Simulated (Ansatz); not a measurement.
Species: C2H6N, net charge 0, doublet state. It need not be the lowest isomer of its formula. SMILES: CC[NH]
Geometry from a B3LYP-D3(BJ)/def2-TZVP (Ansatz, a first-principles code) optimisation:
```xyz
9

C      1.1323    -0.4026     0.0357
C     -0.0608     0.5582     0.0396
N     -1.3458    -0.0877     0.0127
H      2.0718     0.1510     0.0859
H      1.0877    -1.0737     0.8947
H      1.1429    -1.0096    -0.8726
H      0.0072     1.2100    -0.8483
H     -0.0183     1.2183     0.9100
H     -1.2993    -0.8157    -0.7109
```
Charge 0, spin multiplicity 2.

Computed values are from Ansatz. Cores are frozen in the correlated levels unless marked. Open shells are spin-unrestricted. Spin-orbit coupling is left out. Non-relativistic. Basis-set limits of correlation are two-point, X^-3; Hartree-Fock from the larger set. The bracket is a focal-point correction in the basis named.

The atomisation energy De is 769.3 kcal/mol at RI-MP2/CBS(cc-pVTZ,cc-pVQZ)+[CCSD(T)-MP2]/cc-pVTZ. The total energy is -134.3398 Eh at RI-MP2/CBS(cc-pVTZ,cc-pVQZ)+[CCSD(T)-MP2]/cc-pVTZ. The dipole moment is 2.01 D at CCSD(T)/aug-cc-pVDZ. The T1 diagnostic is 0.012 at CCSD/cc-pVTZ.
